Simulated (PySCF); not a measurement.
Molecule: silane, SiH4 (charge 0, singlet). 
Structure (B3LYP-D3(BJ)/def2-TZVP (Ansatz) minimum search):
```
Si
H 1 1.4803
H 1 1.4803 2 109.47
H 1 1.4803 2 109.47 3 -120.00
H 1 1.4803 2 109.47 4 -120.00
```
Charge 0, spin multiplicity 1.

Dispersion corrections to the total energy (kcal/mol) from the dftd3 and dftd4 libraries through PySCF: D3(BJ) without and D4 with the three-body term, each with the damping fitted for the functional named.

```json
[
 {"functional": "HSE06", "D3(BJ)": "-0.67", "D4": "-0.73"},
 {"functional": "r2SCAN", "D3(BJ)": "-0.28", "D4": "___"},
 {"functional": "B2GP-PLYP", "D3(BJ)": "___", "D4": "-0.39"},
 {"functional": "PW6B95", "D3(BJ)": "-0.52", "D4": "-0.92"},
 {"functional": "HF", "D3(BJ)": "-11.82", "D4": "-4.08"},
 {"functional": "TPSSh", "D3(BJ)": "-1.26", "D4": "-1.19"},
 {"functional": "BHLYP", "D3(BJ)": "-1.56", "D4": "___"}
]
```

Question: Complete the blanks.

Answer: 
- r2SCAN, D4: -0.22
- B2GP-PLYP, D3(BJ): -0.72
- BHLYP, D4: -1.10
